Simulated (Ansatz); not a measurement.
Consider the atomization: `[MgH2]` → 2 H• + Mg (atom).

Program: Ansatz. Geometries: PBE0-D4/def2-TZVP. ΔE: electronic, gas phase. CBS: MP2 limit from def2 TZ/QZ plus the TZ coupled-cluster correction, frozen cores. This one scheme is used for every species, atoms too. DFT in def2-TZVPP. Open shells (•) are unrestricted, without spin–orbit coupling. For Mg outer-core shells are correlated without core-valence functions, so the limit isn't a true one: a few kJ/mol of doubt a bond, and 10 to 20 or more in all where bonds break to atoms.

```
             level  ΔE (eV)  difference from CCSD(T)/CBS
       LDA (SPW92)     4.83                         0.16
           BLYP-D4     4.55                        -0.12
            B97M-V     4.97                         0.30
          PBE-QIDH     4.39                        -0.28
               PBE     4.34                        -0.33
            r2SCAN     4.64                        -0.03
           LC-ωPBE     4.59                        -0.08
    MP2/def2-QZVPP     4.40                        -0.27
CCSD(T)/def2-QZVPP     4.59                        -0.08
      HF/CBS(def2)     3.43                        -1.24
       CCSD(T)/CBS     4.67                            0
```

Largest T1 diagnostic among the species: 0.009.

From BLYP to BHLYP (50 % exact exchange), in def2-TZVPP and without D4, ΔE moves by +0.05 eV. Leaving LDA and LC-ωPBE aside and taking each functional with its dispersion term where it has one, the values, not all of them listed here, spread over 0.60 eV, from PBE-D4 to B97M-V. LDA lies +0.49 eV from PBE without D4, its usual overbinding.

For atomizations the MP2-based limit and the directly extrapolated one differ by several kJ/mol either way, and by 10 to 25 for some Ge, Se and Sn compounds, so smaller differences from it don't rank the levels.
